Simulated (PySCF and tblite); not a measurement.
Results of a calculation; reference values are marked as such.
System: C4H7NS, numbered as in [CH2:1]=[CH:2][C:3](=[S:4])[NH:5][CH3:6].

The path came from a restrained scan, a climbing-image band and a saddle search at GFN2-xTB; energies are PBE0/pcSseg-1 + D3(BJ)//GFN2-xTB, thermal terms GFN2-xTB. Rate constants are transition-state-theory values, counting equivalent paths, without tunnelling. Programs: tblite and PySCF.

(1) How high is the barrier to the rotation about the C2–C3 bond (torsion C1–C2–C3–S4 from 0° to 160°, rising), through which structure does it pass, and what rate follows at 298 K?

Results:

(1) The electronic barrier is 3.8 kcal/mol and ΔG‡(298 K) 3.9 kcal/mol, over a C1 saddle with an imaginary mode of 108i cm⁻¹ (GFN2-xTB). With 2 equivalent paths, k is 1.8×10¹⁰ s⁻¹, a mean lifetime of the start of 55 ps against this motion. The end lies 0.7 kcal/mol above the start in free energy.
